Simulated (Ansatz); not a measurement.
**C₄H₆O: up Jacob's ladder to CCSD(T)**

An exercise on one series of results from a longer session: the logs are not shown, and one member is left open.

Program: Ansatz 0.2.0, Gaussian basis. Level of theory: functionals in def2-TZVPP, the program's frozen cores in correlated methods. These are calculated values, not measurements.

The runs, in order: LDA (SPW92), PBE-D4, revPBE-D4, BLYP-D4, r2SCAN-D4, B97M-V, PBE0-D4, B3LYP-D4, r2SCANh-D4, r2SCAN0-D4, HSE06-D4, BHLYP-D4, CAM-B3LYP-D4, LC-ωPBE, ωB97X-V, ωB97M-V, B2PLYP, PBE-QIDH; CCSD(T)/def2-SVP; CCSD(T)/def2-TZVPP; MP2/def2-QZVPP; extrapolation to the limit; RPA on PBE.

### The geometry

An earlier PBE0-D4 in a triple-zeta def2 set relaxation fixed the geometry.

SMILES `C#CC(C)O`, 11 atoms, charge 0, spin multiplicity 1.

Atoms are counted from 1 here; the program's logs count them from 0.

Bond lengths: C1–C2 1.201 Å, C1–H6 1.064 Å, C2–C3 1.463 Å, C3–C4 1.516 Å, C3–O5 1.417 Å, C3–H7 1.100 Å, C4–H8 1.091 Å, C4–H9 1.091 Å, C4–H10 1.091 Å, O5–H11 0.961 Å. Angles: C2–C1–H6 179.6°, C1–C2–C3 178.9°, C2–C3–C4 112.0°, C2–C3–O5 111.6°, C2–C3–H7 107.4°, C4–C3–O5 107.3°, C4–C3–H7 108.7°, O5–C3–H7 109.8°, C3–C4–H8 109.3°, C3–C4–H9 109.9°, C3–C4–H10 110.5°, H8–C4–H9 108.9°, H8–C4–H10 109.1°, H9–C4–H10 109.0°, C3–O5–H11 108.3°.

Set-up of the first run:

Contents of in.yaml:

```yaml
crystal:
  periodic: [false, false, false]
  atoms:
    - {symbol: C, position_ang: [-1.033494, 1.938472, -0.696258]}
    - {symbol: C, position_ang: [-0.431463, 0.916404, -0.511276]}
    - {symbol: C, position_ang: [0.297039, -0.336924, -0.313020]}
    - {symbol: C, position_ang: [0.650083, -0.562832, 1.143886]}
    - {symbol: O, position_ang: [-0.462628, -1.453882, -0.741103]}
    - {symbol: H, position_ang: [-1.569790, 2.844395, -0.853483]}
    - {symbol: H, position_ang: [1.227942, -0.273269, -0.896490]}
    - {symbol: H, position_ang: [1.191222, -1.505162, 1.241008]}
    - {symbol: H, position_ang: [-0.259424, -0.613500, 1.743594]}
    - {symbol: H, position_ang: [1.276093, 0.249113, 1.515564]}
    - {symbol: H, position_ang: [-0.820180, -1.259714, -1.611821]}
basis:
  gaussian: {orbitals: def2-TZVPP}
hamiltonian: {xc: lda}
output: {orbitals: {seedname: orbitals}}
```

Run with:

```
$ ansatz run in.yaml --threads 4 --pin off --events-out ev --progress --plain --max-ram 10444MiB
```

Among the steps run: LDA; PBE-D4 (GGA); revPBE-D4 (GGA); BLYP-D4 (GGA); r2SCAN-D4 (meta-GGA); B97M-V (meta-GGA); B3LYP-D4 (hybrid); r2SCANh-D4 (hybrid); r2SCAN0-D4 (hybrid); HSE06-D4 (hybrid); BHLYP-D4 (hybrid); CAM-B3LYP-D4 (range-separated); LC-ωPBE (range-separated); ωB97X-V (range-separated); ωB97M-V (range-separated); B2PLYP (double hybrid); PBE-QIDH (double hybrid).

One table of the session follows, with a row left open; its other results are not shown here.

It belongs to the step «Orbital energies across the functionals». 

| functional | HOMO (eV) | LUMO (eV) | gap (eV) |
| --- | --- | --- | --- |
| LDA (SPW92) | -6.57 | -0.72 | 5.84 |
| PBE-D4 | -6.41 | -0.47 | 5.94 |
| revPBE-D4 | -6.35 | -0.37 | 5.98 |
| BLYP-D4 | -6.32 | -0.39 | 5.93 |
| r2SCAN-D4 | -6.71 | -0.12 | 6.59 |
| B97M-V | -6.79 | -0.12 | 6.67 |
| PBE0-D4 | -7.84 | 0.54 | 8.38 |
| B3LYP-D4 | -7.61 | 0.25 | 7.86 |
| r2SCANh-D4 | -7.25 | 0.24 | 7.49 |
| r2SCAN0-D4 | -8.01 | 0.77 | 8.78 |
| HSE06-D4 | -7.43 | 0.16 | 7.59 |
| BHLYP-D4 | -9.02 | 1.44 | 10.46 |
| CAM-B3LYP-D4 | -9.25 | 1.52 | 10.77 |
| LC-ωPBE | -10.64 | 2.81 | 13.44 |
| ωB97X-V | -10.25 | 2.65 | 12.90 |
| ωB97M-V | ? | ? | ? |

Q: Estimate the row for ωB97M-V from the others.

**Answer.** HOMO (eV): -10.14; LUMO (eV): 2.31; gap (eV): 12.45. In the column «HOMO (eV)» it lies between ωB97X-V (-10.25) and CAM-B3LYP-D4 (-9.25).
